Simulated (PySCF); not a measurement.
Metal–ligand bonds in Cd(NH2)1–Y. All species are isolated molecules in the gas phase. One relaxed conformer stands for each flexible species; it need not be the lowest. Multiplicities are imposed; where one is given, others were not computed. Strings in code marks are SMILES.

Quantity: electronic energy of homolysis of the metal–ligand bond (relaxed doublet parts, no counterpoise, zero-point or spin–orbit term), in kJ/mol. HF references are unrestricted for open shells and restricted for singlets.

Level 1: B3LYP/6-311+G** (LANL2DZ on Cd) // PBE-D3(BJ)/def2-SVP (PySCF)
Level 2: BP86/6-31G* (LANL2DZ on Cd) // PBE-D3(BJ)/def2-SVP (PySCF)
Level 3: PBE/6-31G* (LANL2DZ on Cd) // PBE-D3(BJ)/def2-SVP (PySCF)
Level 4: HF/6-31G* (LANL2DZ on Cd) // PBE-D3(BJ)/def2-SVP (PySCF)

```
species            level 1  level 2  level 3  level 4
-----------------  -------  -------  -------  -------
SH: [Cd(NH2)(SH)]    263.1    268.3    275.6    210.4
OH: [Cd(NH2)(OH)]    306.6    319.4    326.5    187.9
F: [Cd(NH2)(F)]      429.7    441.0    448.5    278.0
Cl: [Cd(NH2)(Cl)]    352.8    357.9    364.6    289.0
```
